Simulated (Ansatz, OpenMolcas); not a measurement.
Heat of formation of PN (SMILES N#P) from total energies

PN has 2 atoms, charge 0, and is taken as a singlet. As SMILES, `N#P`. The bond length is the measured one.

```xyz
2

N     0.0000    0.0000    0.0000
P     0.0000    0.0000    1.4909
```

Total energies at BLYP/aug-cc-pVTZ (OpenMolcas 26.06); the atoms run unrestricted:

```
species    state  energy (Eh)
     PN  singlet  -396.104103
      N  quartet   -54.588525
      P  quartet  -341.269145
```

Harmonic wavenumbers at wB97M-V/def2-TZVPD, in cm⁻¹: 1462.

Measured heats of formation of the gaseous atoms at 298.15 K, in kJ/mol: N 472.4, P 316.4. Take 1 Eh = 2625.50 kJ/mol, 1 cm⁻¹ = 0.0119627 kJ/mol, RT = 2.479 kJ/mol.

What heat of formation follows?


1. Electronic atomisation energy: (-54.588525) + (-341.269145) − (-396.104103) = 0.246433 Eh = 647.0 kJ/mol.
2. Zero-point energy: half the sum of the wavenumbers, 731 cm⁻¹ = 8.7 kJ/mol.
3. Thermal vibrational enthalpy, Σ hcν̃/(exp(hcν̃/kT) − 1): 0.0 kJ/mol. Translation, rotation and pV of a linear molecule: 3.5 RT = 8.7 kJ/mol.
4. The 2 free atoms carry 5/2 RT each: 12.4 kJ/mol.
5. Atomisation enthalpy at 298 K: 647.0 − 8.7 − 0.0 − 8.7 + 12.4 = 642.0 kJ/mol.
6. Sum of the atoms' heats of formation: 788.8 kJ/mol. Heat of formation: 788.8 − 642.0 = +146.8 kJ/mol.

No measured value is set beside it here. Anharmonicity and any spin-orbit splitting of the molecule are left out.
